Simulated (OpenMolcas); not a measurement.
**One shape, several levels: CH4Si (SMILES C=[SiH2])**

We compute a comparison of 6 runs (B2PLYP/STO-3G, M06-2X/STO-3G, UPBE/STO-3G, MP2/STO-3G, CISD/STO-3G, CCSD(T)/STO-3G) of CH4Si. 

The results are computed with OpenMolcas 26.06.

3 further runs of the same task are left out: 3 set aside as unsound or not needed.

## Step 1: The molecule

CH4Si: 6 atoms, total charge 0, spin state singlet. As SMILES, `C=[SiH2]`. The Si2–H6 distance was set to 2.187 Å, away from the relaxed value. At this shape a bond of the SMILES string is far longer than usual.

Bond lengths: C1–Si2 1.748 Å, C1–H3 1.077 Å, C1–H4 1.077 Å, Si2–H5 1.458 Å. Angles: C1–Si2–H5 124.5°, Si2–C1–H3 122.4°, Si2–C1–H4 122.5°, H3–C1–H4 115.0°. A long bond or contact: Si2–H6 2.187 Å.

## Step 2: The energy at B2PLYP/STO-3G (run 1)

Contents of mol.xyz:

```xyz
6

C     -1.205966    -0.863364     0.196656
Si     0.143994     0.135556     0.680016
H     -1.875786    -1.312814     0.909886
H     -1.430196    -1.074364    -0.834984
H      0.485704     0.449766     2.062506
H      1.545870     1.084200    -0.705300
```

Contents of run.inp:

```
&GATEWAY
  BasLib
  $CurrDir
  Coord
  mol.xyz
  Basis
  STO-3G
  Group
  NoSym

&SEWARD
  GridInput
  Grid=UltraFine
  End of Grid

&SCF
  KSDFT
  B2PLYP_SCF
  Thresholds
  1e-10 1e-07 1e-07 1e-05
  PrOrbitals
  1 1

&MBPT2
  Frozen
  6
```

The basis set STO-3G is read from a file made from the Basis Set Exchange's data (not shown).

Launch:

```sh
$ export MOLCAS_MEM=1860
$ pymolcas run.inp > run.log
```

Standard output:

```text
--- Start Module: gateway ---
[...]
--- Stop Module: gateway /rc=_RC_ALL_IS_WELL_ ---
[...]
      Basis functions           18
[...]
--- Start Module: scf ---
[...]
       Convergence after  12 Iterations
[...]
::    Total KS-DFT energy                            -325.6871600314
[...]
      Total spin, S                                     0.0000000000
[...]
      Total electronic charge=   24.000000
      Total            charge=   -0.000000
[...]
      Dipole Moment (debye):
      Origin of the operator (angstrom)=   -0.2665   -0.1688    0.5187
                   X=  4.1223E-01               Y=  3.2751E-01               Z=  6.3111E-01           Total=  8.2188E-01
      Quadrupole Moment (debye*angstrom):
[...]
--- Stop Module: scf /rc=_RC_ALL_IS_WELL_ ---
[...]
--- Start Module: mbpt2 ---
[...]
 ###    WARNING: MP2 implementation intended for RHF references only         ###
 ###############################################################################
MBPT2 WARNING: Reference function according to RunFile:KS-DFT
I'll assume you know what you're doing and continue
WARNING!
Default frozen orbitals as non valence orbitals is overwritten by user input.
Default values:   3
[...]
       Reference weight ( Cref**2 )         =        0.84045
::    Total MBPT2 energy                             -325.8815675272
[...]
      Total MBPT2 calculations                           0.03      0.04
--- Stop Module: mbpt2 /rc=_RC_ALL_IS_WELL_ ---
[...]
```

Run time: 4.8 s. Hardware: 1 thread of Arm Neoverse V1, shared host; peak memory 0.37 GiB.

## Step 3: The energy at M06-2X/STO-3G (run 2)

mol.xyz is that of step 2.

Contents of run.input:

```
&GATEWAY
 BasLib=$CurrDir
 Coord=mol.xyz
 Basis=STO-3G
 Group=NoSym

&SEWARD
 GridInput
 Grid=UltraFine
 End of Grid

&SCF
 KSDFT=M062X
 Thresholds=1e-10 1e-07 1e-07 1e-05
 PrOrbitals=1 1
```

The basis set STO-3G is read from a file made from the Basis Set Exchange's data (not shown).

Launch:

```sh
$ export MOLCAS_MEM=1860
$ pymolcas run.input > run.log
```

Standard output:

```text
--- Start Module: gateway ---
[...]
--- Stop Module: gateway /rc=_RC_ALL_IS_WELL_ ---
--- Start Module: seward ---
[...]
      Basis functions           18
--- Stop Module: seward /rc=_RC_ALL_IS_WELL_ ---
--- Start Module: scf ---
[...]
       Convergence after  12 Iterations
[...]
::    Total KS-DFT energy                            -325.9529139447
[...]
      Total spin, S                                     0.0000000000
[...]
      Total electronic charge=   24.000000
      Total            charge=   -0.000000
[...]
      Dipole Moment (debye):
      Origin of the operator (angstrom)=   -0.2665   -0.1688    0.5187
                   X=  4.1748E-01               Y=  3.2780E-01               Z=  5.5719E-01           Total=  7.6955E-01
      Quadrupole Moment (debye*angstrom):
[...]
--- Stop Module: scf /rc=_RC_ALL_IS_WELL_ ---
[...]
```

It took 6 s on 1 thread of Arm Neoverse V1, shared host; peak memory 0.37 GiB.

Runs 3 to 4 aren't shown in full; the table further down has their settings and results.

## Step 4: The energy at CISD/STO-3G (run 5)

mol.xyz is that of step 3.

Contents of run.inp:

```
* CH4Si CISD

&gateway
 baslib=$CurrDir
 coord=mol.xyz
 basis=STO-3G
 group=NoSym

&seward

&scf
 thresholds=1e-10 1e-07 1e-07 1e-05
 prorbitals=1 1

&motra
 frozen=6

&guga
 electrons=12
 spin=1
 inactive=6
 active=0
 ciall=1

&cpf
 sdci
```

The basis set STO-3G is read from a file made from the Basis Set Exchange's data (not shown).

Launch:

```sh
$ export MOLCAS_MEM=1860
$ pymolcas run.inp > run.log
```

Standard output:

```text
--- Start Module: gateway ---
[...]
--- Stop Module: gateway /rc=_RC_ALL_IS_WELL_ ---
[...]
      Basis functions           18
[...]
       Convergence after  13 Iterations
[...]
::    Total SCF energy                               -325.0699878409
[...]
      Total spin, S                                     0.0000000000
[...]
      *** WARNING: Default frozen orbitals is overwritten by user input.
      *** Default values:   3
[...]
--- Start Module: guga ---
[...]
--- Stop Module: guga /rc=_RC_ALL_IS_WELL_ ---
--- Start Module: cpf ---
[...]
      Active orbitals                            0       0
[...]
      Spin quantum number                      0.0
[...]
     FINAL CI ENERGY          -325.24750142
     FINAL CORRELATION ENERGY   -0.17751358  REFERENCE ENERGY    -325.06998784
[...]
     REL. CI ENERGY           -325.24750142
[...]
      Total electronic charge=   24.000000
      Total            charge=    0.000000
[...]
      Dipole Moment (debye):
      Origin of the operator (angstrom)=   -0.2665   -0.1688    0.5187
                   X=  2.6667E-01               Y=  2.1025E-01               Z=  3.8097E-01           Total=  5.1036E-01
      Quadrupole Moment (debye*angstrom):
[...]
--- Stop Module: cpf /rc=_RC_ALL_IS_WELL_ ---
[...]
```

It took 1.9 s on 1 thread of Arm Neoverse V1, shared host; peak memory 0.37 GiB.

## Step 5: The energy at CCSD(T)/STO-3G (run 6)

mol.xyz is that of step 4.

Contents of run.inp:

```
* CH4Si CCSD(T)

&GATEWAY
  BasLib = $CurrDir
  Coord = mol.xyz
  Basis = STO-3G
  Group = NoSym

&SEWARD

&SCF
  Thresholds = 1e-10 1e-07 1e-07 1e-05
  PrOrbitals = 1 1

&RASSCF
  FileOrb = $Project.ScfOrb
  Spin = 1
  Nactel = 0 0 0
  Inactive = 12
  Ras2 = 0
  OutOrbitals = Canonical
  OrbListing = Nothing

&MOTRA
  JobIph
  Frozen = 6

&CCSDT
  CCT
  Triples = 2
  Iterations = 80
  Accuracy = 1e-08
  Extrapolation = 5 4
```

The basis set STO-3G is read from a file made from the Basis Set Exchange's data (not shown).

Launch:

```sh
$ export MOLCAS_MEM=1860
$ pymolcas run.inp > run.log
```

Standard output:

```text
--- Start Module: gateway ---
[...]
--- Stop Module: gateway /rc=_RC_ALL_IS_WELL_ ---
[...]
      Basis functions           18
[...]
       Convergence after  13 Iterations
[...]
::    Total SCF energy                               -325.0699878409
[...]
      Total spin, S                                     0.0000000000
[...]
      Number of active orbitals                  0
[...]
      Spin quantum number                      0.0
[...]
      Active orbitals                            0
[...]
      Number of CSFs                             1
[...]
      Number of root(s) required                 1
[...]
      Convergence after  4 iterations
[...]
      Natural orbitals and occupation numbers for root  1
      ************************************************************************************************************************
      *                                                    Final results                                                     *
      ************************************************************************************************************************
[...]
::    RASSCF root number  1 Total energy:   -325.06998784
[...]
      Total electronic charge=   24.000000
      Total            charge=   -0.000000
[...]
      Dipole Moment (debye):
      Origin of the operator (angstrom)=   -0.2665   -0.1688    0.5187
                   X=  5.4622E-01               Y=  4.2815E-01               Z=  7.1569E-01           Total=  9.9694E-01
      Quadrupole Moment (debye*angstrom):
[...]
--- Start Module: motra ---
[...]
      *** WARNING: Default frozen orbitals is overwritten by user input.
      *** Default values:   3
[...]
--- Stop Module: motra /rc=_RC_ALL_IS_WELL_ ---
--- Start Module: ccsdt ---
[...]
      Convergence after                    21  Iterations
      Total energy (diff) :    -325.27219997      -0.00000001
[...]
 METHOD                       : CCSD+T(CCSD)+<T3(1)WT1> = CCSD(T)
[...]
       CCSD     =      -325.2721999679165
[...]
--- Stop Module: ccsdt /rc=_RC_ALL_IS_WELL_ ---
[...]
```

It took 2.2 s on 1 thread of Arm Neoverse V1, shared host; peak memory 0.37 GiB.

## Step 6: The series

| run | level | frozen core orbitals | scramble | energy (Eh) | dipole moment (D) of the reference | HOMO energy (eV) | LUMO energy (eV) | wall time |
| --- | --- | --- | --- | --- | --- | --- | --- | --- |
| 1 | B2PLYP/STO-3G | 6 | – | -325.739650 | 0.82 | -4.33 | 3.19 | 4.8 s |
| 2 | M06-2X/STO-3G | – | – | -325.952914 | 0.77 | -4.59 | 2.73 | 6 s |
| 3 | UPBE/STO-3G | – | 0.25 | -325.755156 | 0.66 | -2.54 | 0.79 | 9 s |
| 4 | MP2/STO-3G | 6 | – | -325.214570 | 1.00 | -5.64 | 5.77 | 1.7 s |
| 5 | CISD/STO-3G | 6 | – | -325.247501 | 1.00 | -5.64 | 5.77 | 1.9 s |
| 6 | CCSD(T)/STO-3G | 6 | – | -325.275553 | 1.00 | -5.64 | 5.77 | 2.2 s |

## Step 7: Results

| quantity | value |
| --- | --- |
| run 6: total energy | -325.27555 Eh |
| run 6: dipole moment (mean-field density) | 1.00 D |
| run 6: HOMO energy (Hartree–Fock orbitals) | -5.64 eV |
| run 6: LUMO energy (Hartree–Fock orbitals) | 5.77 eV |
| run 6: HOMO–LUMO gap (Hartree–Fock orbitals) | 11.40 eV |
| run 6: correlation energy (6 core orbitals frozen) | -205.6 mEh |
| run 6: (T) correction | -3.35 mEh |

What this shows: Over runs 1, 2, 3 the dipole moment (its size) runs from 0.66 D (UPBE/STO-3G) to 0.82 D (B2PLYP/STO-3G). A double hybrid's value is that of its SCF part. Over runs 1, 2, 3 the HOMO–LUMO gap runs from 3.33 eV (UPBE/STO-3G) to 7.52 eV (B2PLYP/STO-3G). For B2PLYP the log adds the whole second-order term; the table takes 0.27 of it, as the functional is defined. Totals of different functionals can't be ranked against each other. In runs 1, 2, 3, 4, 5, 6 the basis is minimal, so the values are rough. All runs together took 26 s, the longest 9 s.
